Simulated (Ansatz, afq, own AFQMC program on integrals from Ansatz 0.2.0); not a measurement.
# InH$_{3}$⁺, doublet: AFQMC among the cluster methods

| atom | x (Å) | y (Å) | z (Å) |
| --- | --- | --- | --- |
| In | 0.0000 | -0.0249 | 0.0007 |
| H | 0.0000 | 3.0890 | -0.0906 |
| H | 0.0000 | -0.1910 | -2.2021 |
| H | 0.0000 | -0.0640 | 2.2093 |

Basis def2-SVP with its core potentials. Noble-gas cores (and the filled d shells of Ga–Kr and In–Xe) are frozen. Ansatz 0.2.0 and our own AFQMC program on the same integrals; the CISD trial comes from CCSD amplitudes, and released means the phaseless constraint is let go. Uncertainties: one standard error, sampling alone. No spin–orbit coupling.

Determinant: ROHF, the one that the program's search chose, which needn't be the lowest solution. The geometry is a point of a scan.

Full CI on the same integrals is exact in this basis and with this determinant's frozen core.

Cautions: no spin-orbit coupling; inner d shell frozen; a spin-contaminated unrestricted determinant lies lower (UHF 594 meV lower, ⟨S²⟩ 1.55); strong correlation (T1 0.036, weight of the determinant 0.86, largest double 0.29).

The T1 diagnostic is 0.0357. The weight of the determinant in the CISD state is 0.857 and the size of the correlated space is 5 electrons in 32 orbitals.

Reference: full CI, correlation energy -2.417 eV. The released energy is read at 2.40 1/Eh (meV from the phaseless value at times in 1/Eh: -2.0 ± 2.0 at 0.24, -2.8 ± 2.0 at 0.51, -4.7 ± 1.7 at 0.99, -5.9 ± 1.3 at 1.62, -7.6 ± 1.6 at 2.40).

```
         level  E − E(reference) (kcal/mol)  share of correlation (%)
            HF                        55.74                      0.00
           MP2                        20.73                     62.80
          CCSD                         1.84                     96.70
       CCSD(T)                         0.47                     99.16
         CCSDT                        -0.03                    100.05
      CCSDT(Q)                         0.00                    100.01
        CCSDTQ                         0.00                    100.00
 ph-AFQMC/CISD                  0.28 ± 0.05                     99.50
released AFQMC                  0.10 ± 0.04                     99.82
```

CCSDT and higher add their correlation energy to the determinant of the CCSD(T) run, since their own runs factorise the integrals more tightly (a shift of under 2 meV). A walk keeps the symmetry of its determinant, which the program's search chose and which needn't be the lowest solution, so a lower state of the same spin and another symmetry isn't excluded. Released energies are given only where the last usable release times agree within the noise; a slower fall can still hide under it.
